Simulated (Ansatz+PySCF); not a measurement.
The numbers below are computed, except where a source is named.
**Several solutions for singlet CH(+)**

```xyz
2

C     0.0000    0.0000   -0.1639
H     0.0000    0.0000    0.9833
```

Basis set: def2-SVP (spherical functions). Charge 1, multiplicity 1.

PBE (unrestricted) was run from several starts with Ansatz (development build ahead of 0.2.0).

| run | program | start | converged | energy (hartree) | <S²> |
| --- | --- | --- | --- | --- | --- |
| A | Ansatz | stability test followed | yes | -37.98240 | 0.37 |
| B | Ansatz | atomic start, no search | yes | -37.97889 | – |
| C | Ansatz | search for the lowest state | yes | -37.98240 | 0.37 |

Which runs reached the lowest solution of this kind, and what is wrong with the others?

A, C reached the lowest solution found. Converged but too high: B by 0.10 eV. Convergence only shows a stationary point, and even a stable one can lie too high; stability tests and further starts are what find lower ones. Caution: the unrestricted determinant is spin contaminated.
